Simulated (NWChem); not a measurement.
Correlation energy of hydrazine (H4N2)

```xyz
6

N      0.1745    -0.6794     0.0738
N     -0.1745     0.6794     0.0738
H     -0.6458    -1.2306     0.3138
H      0.5122    -1.0120    -0.8307
H      0.6458     1.2306     0.3138
H     -0.5122     1.0120    -0.8307
```
Charge 0, spin multiplicity 1.

Everything below was run with NWChem. Structure: optimised with PBE0/def2-SVP, a minimum by its harmonic frequencies. It is one conformer; others weren't searched.

Basis set: def2-SVP. Each correlation energy counts from its own Hartree-Fock reference.

The correlated methods keep 2 core orbitals frozen. Coupled-cluster values serve here as a point of comparison, not as the truth.

| method | correlation energy (mHa) |
|---|---|
| MP2 | [?] |
| CR-CCSD[T] | -381.1 |
| CCSD+T(CCSD) | [?] |
| CCSD | -373.9 |
| SCS-MP2 | -346.9 |
| CCSD(T) | [?] |
| CR-CCSD(T) | -381.0 |

Q: Some entries are withheld; supply them.

A: 
- MP2, correlation energy (mHa): -349.2
- CCSD+T(CCSD), correlation energy (mHa): -382.7
- CCSD(T), correlation energy (mHa): -382.5
